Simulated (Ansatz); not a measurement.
Q: Name a neutral molecule of C, O, S and H with LUMO energy (B3LYP/def2-TZVPP) between 0.40 and 0.70 eV and HOMO energy (PBE0/def2-TZVPP) between -6.75 and -6.45 eV (Ansatz, PBE0-D4/def2-TZVP geometry).

A: `CCS(=O)CC` (0.54 eV, -6.50 eV). Other molecules can fit too; these were computed, each in one conformer that needn't be the lowest.

B3LYP here is the variant with VWN-RPA as its local correlation; programs differ in this.
